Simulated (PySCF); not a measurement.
C2H6S, SMILES CSC (connectivity only; charge and spin as stated), charge +1, multiplicity 2. Atoms are numbered in the order given.

```xyz
9

C      1.3865     0.0000    -0.4785
S      0.0000     0.0000     0.6210
C     -1.3865     0.0000    -0.4785
H      1.3376     0.8927    -1.1105
H      2.2938     0.0000     0.1243
H      1.3376    -0.8927    -1.1105
H     -1.3376     0.8927    -1.1105
H     -2.2938     0.0000     0.1243
H     -1.3376    -0.8927    -1.1105
```
Charge +1, spin multiplicity 2.

Geometry: ωB97X-D3(BJ)/def2-TZVP. The multiplicity is an assumed one; other spin states were not compared.

Two levels are set side by side: PBE/pcH-1 (PySCF) and B3LYP/pcH-1 (PySCF). Contact hyperfine couplings, same geometry. Differences are taken from unrounded values.

```csv
quantity,B3LYP
"A(iso) of 13C, atom C1 (MHz)",-16.4
"A(iso) of 33S, atom S2 (MHz)",35.3
"A(iso) of 13C, atom C3 (MHz)",-16.4
"A(iso) of 1H, atom H4 (MHz)",104.7
"A(iso) of 1H, atom H5 (MHz)",-1.3
"A(iso) of 1H, atom H6 (MHz)",104.7
"A(iso) of 1H, atom H7 (MHz)",104.7
"A(iso) of 1H, atom H8 (MHz)",-1.3
"A(iso) of 1H, atom H9 (MHz)",104.7
```

Task: What does PBE give, and how far is it from B3LYP? (An estimate is asked for; the answer gives what the named calculation found.)

Result: 
| quantity | PBE | PBE minus B3LYP |
|---|---|---|
| A(iso) of 13C, atom C1 (MHz) | -16.0 | 0.4 |
| A(iso) of 33S, atom S2 (MHz) | 14.8 | -20.5 |
| A(iso) of 13C, atom C3 (MHz) | -16.0 | 0.4 |
| A(iso) of 1H, atom H4 (MHz) | 108.2 | 3.4 |
| A(iso) of 1H, atom H5 (MHz) | -1.9 | -0.6 |
| A(iso) of 1H, atom H6 (MHz) | 108.2 | 3.4 |
| A(iso) of 1H, atom H7 (MHz) | 108.2 | 3.4 |
| A(iso) of 1H, atom H8 (MHz) | -1.9 | -0.6 |
| A(iso) of 1H, atom H9 (MHz) | 108.2 | 3.4 |

Rough cost on one machine, each run with all the roots and properties that it gave: B3LYP against PBE within a factor of 2.
